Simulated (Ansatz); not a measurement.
## CH5AlO, SMILES O[CH2][AlH2]: a rigid scan of one bond length, step by step

Program: the Ansatz DFT code, driven from Python.

Notebook, run cell by cell (the value of a cell's last expression is shown):

```python
import warnings

import ansatz as az
import numpy as np

params = {
    'basis': 'cc-pVDZ',
    'xc': 'hf',
}
```

```python
warnings.simplefilter('ignore', az.DeckWarning)
```

```python
geometry = (
    az.Crystal.molecule()
    .atom('O', (-1.1412, 0.7659, -0.7901))
    .atom('C', (-0.2746, 0.6974, 0.2475))
    .atom('Al', (0.8894, -0.8776, -0.0463))
    .atom('H', (-1.8068, 0.1264, -0.6494))
    .atom('H', (-0.7955, 0.6018, 1.2067))
    .atom('H', (0.3615, 1.6271, 0.2715))
    .atom('H', (0.3226, -2.3438, -0.1052))
    .atom('H', (2.5366, -0.6542, -0.1906))
)
```

```python
symbols = [site.symbol for site in geometry.cartesian_sites]
start = np.array([site.position_ang for site in geometry.cartesian_sites])
axis = (start[7] - start[2]) / np.linalg.norm(start[7] - start[2])
moving = [7]
lengths, energies = [1.42, 1.54, 1.67, 1.84, 2.09, 2.5, 3.0, 3.67], []
for length in lengths:
    xyz = start.copy()
    xyz[moving] += (length - np.linalg.norm(start[7] - start[2])) * axis
    point = az.Crystal.molecule()
    for symbol, place in zip(symbols, xyz):
        point = point.atom(symbol, place.tolist())
    base = point.calculation()
    base = base.basis(gaussian=params['basis']).functional(params['xc'])
    report = base.run(threads=1).report
    energies.append(report['free_energy_ev'])
    print(f'r = {length:6.3f} A  E = {energies[-1]:.5f} eV  <S^2> = {abs(report["mean_field"]["state"]["spin_squared"]):.3f}')

print('energy above the lowest point (eV):', [round(e - min(energies), 3) for e in energies])
```

    r =  1.420 A  E = -9728.16891 eV  <S^2> = 0.000
    r =  1.540 A  E = -9728.40490 eV  <S^2> = 0.000
    r =  1.670 A  E = -9728.39109 eV  <S^2> = 0.000
    r =  1.840 A  E = -9728.12126 eV  <S^2> = 0.000
    r =  2.090 A  E = -9727.47524 eV  <S^2> = 0.000
    r =  2.500 A  E = -9726.26905 eV  <S^2> = 0.000
    r =  3.000 A  E = -9724.94356 eV  <S^2> = 0.000
    r =  3.670 A  E = -9723.57296 eV  <S^2> = 0.000
    energy above the lowest point (eV): [0.236, 0.0, 0.014, 0.284, 0.93, 2.136, 3.461, 4.832]

Total energies depend on the basis set; only differences at equal settings carry meaning. The rest of the molecule is held rigid at a force-field or estimated start geometry, and the basis set is modest; single-reference methods fail as a bond breaks. Hartree-Fock leaves correlation out, so bond, atomisation and ionisation energies come out well too low. The orbitals are restricted, so S² is zero by construction. Toward dissociation an unrestricted state can lie under the restricted one, by tenths of an eV for polar bonds under a functional and by 1 to 2 eV or more for others. Hardware and time: 4.5 s on 1 thread of Intel(R) Xeon(R) Platinum 8375C CPU @ 2.90GHz (Ice Lake) (shared host), peak memory 0.18 GiB.
